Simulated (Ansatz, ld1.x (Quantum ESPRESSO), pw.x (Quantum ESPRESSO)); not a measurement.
## pw.x on diamond S: one setting changed

Potential: norm-conserving RRKJ (Kleinman–Bylander form), ld1.x (Quantum ESPRESSO) 7.5, PBEsol; core [Ne], reference 3s2 3p3.5; waves: 3p (bound): rc 1.50 bohr; 3d channel at -0.1 Ry: rc 1.20 bohr; 3s (bound): rc 1.50 bohr; local part: the s channel; core correction: none; rho0 0.02.

The reference run (k-mesh 8³, cutoffs 75/300 Ry, Fermi–Dirac 0.01 Ry, mixing_beta 0.4, conv_thr 1e-9, no spin) gives -0.13 GPa at 22.925 Å³/atom, where all-electron LAPW gives 0.04 GPa. This run, with its own iteration cap, changes degauss to 0.02.

```
&control
  calculation='scf', prefix='x', pseudo_dir='./', outdir='./tmp', tstress=.true., disk_io='none'
/
&system
  ibrav=0, nat=2, ntyp=1, ecutwfc=75, ecutrho=300, nbnd=14,
  occupations='smearing', smearing='fd', degauss=0.02
/
&electrons
  conv_thr=1e-09, mixing_beta=0.4, electron_maxstep=60
/
ATOMIC_SPECIES
S 1.0 S.UPF
CELL_PARAMETERS angstrom
  0.00000000 2.84077245 2.84077245
  2.84077245 0.00000000 2.84077245
  2.84077245 2.84077245 0.00000000
ATOMIC_POSITIONS crystal
S 0.0000 0.0000 0.0000
S 0.2500 0.2500 0.2500
K_POINTS automatic
8 8 8 0 0 0
```

```bash
pw.x < S.scf.in > S.scf.out
```

Question: How does the run end?

Answer: It converges in 7 iterations; the free energy moves by -72.7 meV/atom and the pressure by +0.27 GPa. In a metal, with Fermi–Dirac smearing, F lies below its zero-width value by a term in the square of the width.

```
Message from routine setup:
     using ibrav=0 with symmetry is DISCOURAGED, use correct ibrav instead
     lattice parameter (alat)  =       7.5919  a.u.
     unit-cell volume          =     309.4111 (a.u.)^3
     number of electrons       =        12.00
     number of Kohn-Sham states=           14
     kinetic-energy cutoff     =      75.0000  Ry
     charge density cutoff     =     300.0000  Ry
     scf convergence threshold =      1.0E-09
     Exchange-correlation= PBESOL
     number of k points=    29  Fermi-Dirac smearing, width (Ry)=  0.0200
     iteration #  1     ecut=    75.00 Ry     beta= 0.40
     total energy              =     -40.75256616 Ry
     estimated scf accuracy    <       0.05773683 Ry
     iteration #  2     ecut=    75.00 Ry     beta= 0.40
     total energy              =     -40.75089942 Ry
     estimated scf accuracy    <       0.00965210 Ry
     iteration #  3     ecut=    75.00 Ry     beta= 0.40
     total energy              =     -40.75235757 Ry
     estimated scf accuracy    <       0.00013091 Ry
     iteration #  4     ecut=    75.00 Ry     beta= 0.40
     c_bands:  1 eigenvalues not converged
     total energy              =     -40.75238008 Ry
     estimated scf accuracy    <       0.00000342 Ry
     iteration #  5     ecut=    75.00 Ry     beta= 0.40
     total energy              =     -40.75238099 Ry
     estimated scf accuracy    <       0.00000020 Ry
     iteration #  6     ecut=    75.00 Ry     beta= 0.40
     total energy              =     -40.75238102 Ry
     estimated scf accuracy    <          2.6E-09 Ry
     iteration #  7     ecut=    75.00 Ry     beta= 0.40
     the Fermi energy is     5.0698 ev
!    total energy              =     -40.75238103 Ry
     estimated scf accuracy    <          5.6E-11 Ry
     smearing contrib. (-TS)   =      -0.02745285 Ry
     The total energy is F=E-TS. E is the sum of the following terms:
     one-electron contribution =      -1.64137765 Ry
     hartree contribution      =       5.72409135 Ry
     xc contribution           =      -8.68347166 Ry
     ewald contribution        =     -36.12417022 Ry
     convergence has been achieved in   7 iterations
          total   stress  (Ry/bohr**3)                   (kbar)     P=        1.39
     Message from routine punch:
     Nothing written, as per user request (disk_io='none')
```

The run took about 21 s on one core of a shared host (Neoverse-V2, 96 threads, 742 GiB, load 70).
